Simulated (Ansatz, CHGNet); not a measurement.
For litharge SnO, the machine-learned potential CHGNet-r²SCAN (trained on r²SCAN data) gives:

* **lattice parameter a**: 3.727 Å
* **lattice parameter c**: 5.475 Å

Q: What does r²SCAN+SOC (Ansatz, a quantum-chemistry and plane-wave program, PAW) give for the same quantities?

A: 
- lattice constant a: 3.806 Å (grows by 2.1 %)
- lattice parameter c: 4.936 Å (decreases by 9.8 %)

For comparison: lattice constant a 3.801 Å (measured, temperature not stated, not corrected to a static lattice; as tabulated in Electronic properties of the Sn1−xPbxO alloy and band alignment of the SnO/PbO …); lattice parameter c 4.835 Å (measured, temperature not stated, not corrected to a static lattice; as tabulated in Electronic properties of the Sn1−xPbxO alloy and band alignment of the SnO/PbO …).

Changes are worked out from the printed values.

Unless a cell is named, each level is at its own relaxed cell (CHGNet-r²SCAN 19.01, r²SCAN+SOC 17.88 Å³/atom).

Caveats: the cell comes from a level without a dispersion term, which matters for the spacing of layers, chains or molecules (r²SCAN+SOC). Ansatz's density-functional and Hartree–Fock values are scalar-relativistic unless marked +SOC, with PAW data made under PBE.
